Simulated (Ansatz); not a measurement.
**H2S2O (SMILES SOS): one structure at several levels**

One table from this session's results is given with a row withheld; the runs are named, their logs left out.

Computed with Ansatz 0.2.0, Gaussian basis. Level: single points in def2-TZVPP.

Cores are frozen in the correlated methods.

### The system as given

SMILES `SOS`, 5 atoms, charge 0, spin multiplicity 1.

Atoms are counted from 1 here; the program's logs count them from 0.

Bond lengths: S1–O2 1.655 Å, S1–H4 1.402 Å, O2–S3 1.649 Å, S3–H5 1.341 Å. Angles: O2–S1–H4 95.7°, S1–O2–S3 123.7°, O2–S3–H5 96.9°.

Geometry (Å):

```csv
atom,x (Å),y (Å),z (Å)
S1,-0.8777,0.1353,-1.1530
O2,-0.1520,0.5549,0.2738
S3,0.9954,-0.3644,1.0215
H4,-1.9671,-0.5251,-0.5667
H5,2.0609,0.1957,0.4314
```

The first run:

Contents of run/in.yaml:

```yaml
crystal:
  periodic: [false, false, false]
  atoms:
    - {symbol: S, position_ang: [-0.877700, 0.135300, -1.153000]}
    - {symbol: O, position_ang: [-0.152000, 0.554900, 0.273800]}
    - {symbol: S, position_ang: [0.995400, -0.364400, 1.021500]}
    - {symbol: H, position_ang: [-1.967100, -0.525100, -0.566700]}
    - {symbol: H, position_ang: [2.060900, 0.195700, 0.431400]}
basis:
  gaussian: {orbitals: def2-TZVPP}
correlation: {method: ccsd_t}
output: {forces: true}
```

The command line of these runs was not kept.

Among the steps run: CCSD(T)/def2-TZVPP; PBE0-D4/def2-TZVPP; wB97M-V/def2-TZVPP; r2SCAN-D4/def2-TZVPP; PBE-D4/def2-TZVPP; B97M-V/def2-TZVPP; SPW92/def2-TZVPP.

One of the session's tables, all rows but one given; the rest of the session is left out.

```
   method  RMS force component (eV/Å)  angle to CCSD(T) forces (°)  dipole (D)
  CCSD(T)                       0.651                    reference        0.76
  PBE0-D4                       0.545                         12.7        0.71
  wB97M-V                       0.581                         10.5        0.77
r2SCAN-D4                       0.617                          8.4        0.64
   PBE-D4                           ?                            ?           ?
   B97M-V                       0.596                          5.7        0.65
    SPW92                       0.478                         23.4        0.69
```

Q: Estimate the row for PBE-D4 from the others.

As computed: RMS force component (eV/Å): 0.667; angle to CCSD(T) forces (°): 24.7; dipole (D): 0.63. In the column «RMS force component (eV/Å)» it is the highest.
